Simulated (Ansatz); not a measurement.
Input file:

```yaml
crystal:
  periodic: [false, false, false]
  atoms:
    - {symbol: S, position_ang: [0.000000, -0.039104, 0.000000]}
    - {symbol: H, position_ang: [0.000000, 1.318376, 0.000000]}
    - {symbol: H, position_ang: [0.000000, -0.037193, 1.520127]}
    - {symbol: H, position_ang: [0.000000, -0.037193, -1.520127]}
basis:
  gaussian: {orbitals: def2-TZVPP}
total_charge: 1
magnetization: {spin_polarized: false, initial_magnetization: 2}
correlation: {method: ccsdtq, electrons: all}
```

```sh
$ ansatz run in.yaml --threads 1 --pin off --events-out ev --progress --plain --max-ram 2393MiB
```

(1) One thing in this input was set wrong on purpose, beside settings that are merely unusual. What is the gravest fault, and what does the program do?

Results:

(1) Too large for memory. How the run ends: out of memory.
```
1047 factors; integrals over basis functions are off by at most 2.4e-7 eV
mean field evaluation 1: about -10852.0567 eV, gradient 1.0e1 eV
mean field evaluation 2: about -10852.0626 eV, gradient 1.0e1 eV
mean field evaluation 4: about -10852.5738 eV, gradient 1.1e0 eV
mean field evaluation 8: about -10852.5828 eV, gradient 1.8e-3 eV
mean field evaluation 16: about -10852.5828 eV, gradient 4.1e-6 eV
mean field -10852.58277523 eV, -398.8250608448 hartree, gradient 4.1e-6 eV, S^2 2.000000; 0 other end points of the search recorded, 0 dependent functions left out
reference -10852.58277523 eV, -398.8250608448 hartree; 10, 8 occupied and 74, 76 virtual orbitals, 1047 factors
Error: with its amplitudes the run needs 365.37 GiB of memory by its plan, which may be too low or too high, and 2.33 GiB are given
refused for memory
```
